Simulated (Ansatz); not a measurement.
O, triplet; R2SCAN/def2-TZVP (Ansatz, an electronic-structure program).

Input for Ansatz:
Ansatz 0.2 input:
```yaml
crystal:
  periodic: [false, false, false]
  atoms:
    - {symbol: O, position_ang: [0.00000000, 0.00000000, 0.00000000]}
basis:
  gaussian:
    orbitals: def2-TZVP
hamiltonian:
  xc: r2scan
magnetization: {spin_polarized: false, initial_magnetization: 2}
```

What the program printed (banner, timings and long lists left out):

```
Functional definition: r2SCAN
151 factors; their error is unknown
mean field evaluation 1: about -2042.2122 eV, gradient 7.8e0 eV
mean field evaluation 2: about -2042.2920 eV, gradient 4.7e0 eV
mean field evaluation 4: about -2042.3348 eV, gradient 1.7e-2 eV
mean field evaluation 8: about -2042.3353 eV, gradient 1.3e-5 eV
mean field -2042.33530929 eV, -75.0544382717 hartree, gradient 1.3e-5 eV, S^2 2.000000; 0 other end points of the search recorded, 0 dependent functions left out
reference -2042.33531261 eV, -75.0544383939 hartree; 5, 3 occupied and 26, 28 virtual orbitals, 151 factors
Total energy: -2042.33531261 eV, -75.0544383939 hartree
```
